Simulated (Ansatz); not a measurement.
HCSi⁺, singlet: reading a ladder of total energies

Geometry: that of the HCSi, doublet, kept fixed. The triplet lies 1.2 eV lower here.

```xyz
3

Si    0.0000    0.0000    1.4814
C     0.0000    0.0000   -0.2010
H     0.0000    0.0000   -1.2804
```

Basis 6-31G; Ansatz 0.2.0. Only valence electrons are correlated (noble-gas cores frozen), which leaves 8 electrons in 18 orbitals. Prefix R: restricted or restricted open-shell reference.

Full CI is exact within this basis and frozen core; it isn't the basis-set limit.

The determinant fills πx and πy unequally, so it is a mixture of Σ and Δ, which weighs on every level built on one determinant.

Runs differ by some tens of microhartree through their thresholds, so steps under 0.03 kcal/mol mean nothing.

```tsv
level	total energy (hartree)
RHF	-326.850583
RMP2	-326.944496
RCCSD	-326.973296
RCCSD(T)	-326.977520
RCCSDT*	-326.982124
RCCSDT(Q)*	-326.983803
RCCSDTQ*	-326.983620
full CI	-326.983720
```

Problem. What is the correlation energy at full CI, and what share of it do RMP2 and RCCSDTQ recover?

Solution. E(corr) = -326.983720 − (-326.850583) = -0.133137 hartree = -3.623 eV. RMP2: -0.093913 / -0.133137 = 70.54 %. RCCSDTQ: -0.133037 / -0.133137 = 99.92 %.

Problem. By how many kcal/mol does RCCSD(T) miss full CI (1 hartree = 627.509 kcal/mol), and which steps make up the rest?

Solution. -326.977520 − (-326.983720) = 0.006200 hartree = 3.89 kcal/mol. Steps: RCCSDT − RCCSD(T) = -2.89, RCCSDT(Q) − RCCSDT = -1.05, RCCSDTQ − RCCSDT(Q) = 0.11, full CI − RCCSDTQ = -0.06 kcal/mol. With more than one leading determinant such errors change with state and geometry, and needn't cancel in differences.

An asterisk marks runs whose energy the program itself flagged as in doubt.
